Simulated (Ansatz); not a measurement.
`NBO` → `N[B]O`• + H•  (homolysis of the B–H bond)

Computed with Ansatz on PBE0-D4/def2-TZVP structures; ΔE is electronic, products minus reactants. CCSD(T)/CBS is the MP2 limit (def2-TZVPP, def2-QZVPP) plus CCSD(T) − MP2 in def2-TZVPP, frozen cores. This one scheme is used for every species, atoms too. Functionals use def2-TZVPP. B3LYP here is the variant with VWN-RPA as its local correlation; programs differ in this. No spin–orbit coupling; open shells (•) take unrestricted orbitals. Each species was taken in one conformer, which may not be the lowest.

`NBO`:

Cartesian coordinates in Å:
```
N 0.074 -1.056 0.146
B -0.216 0.273 -0.171
O 0.611 1.259 0.301
H 0.866 -1.319 0.707
H -0.490 -1.823 -0.167
H -1.177 0.532 -0.847
H 0.331 2.134 0.032
```

`N[B]O`•:

Cartesian coordinates in Å:
```
N -0.203 -0.899 -0.341
B 0.457 0.317 -0.208
O 0.063 1.272 0.674
H 0.085 -1.605 -0.990
H -1.014 -1.141 0.211
H 0.612 2.056 0.654
```

| level | ΔE (kJ/mol) |
| --- | --- |
| BHLYP-D4 | 464.3 |
| PBE-QIDH | 455.9 |
| revPBE | 438.1 |
| B3LYP | 462.2 |
| CAM-B3LYP | 465.4 |
| LC-ωPBE | 449.6 |
| HF/def2-SVP | 376.6 |
| HF/CBS(def2) | 373.9 |

Question: What does CCSD(T)/CBS give? (Estimate.)

Answer: Computed: +471.6 kJ/mol. The listed levels differ from it by -7.3, -15.7, -33.5, -9.4, -6.2, -22.0, -95.0, -97.7 kJ/mol.

Largest T1 diagnostic among the species: 0.014.

At CCSD(T), def2-SVP lies −17.0 kJ/mol from the extrapolated value and def2-TZVPP −6.4 kJ/mol: correlation converges slowly with the basis, and small sets miss more of it in the bonded molecule than in its fragments. Leaving LDA and LC-ωPBE aside and taking each functional with its dispersion term where it has one, the values, not all of them listed here, spread over 32.2 kJ/mol, from revPBE-D4 to ωB97M-V. LDA lies +42.2 kJ/mol from PBE without D4, its usual overbinding.
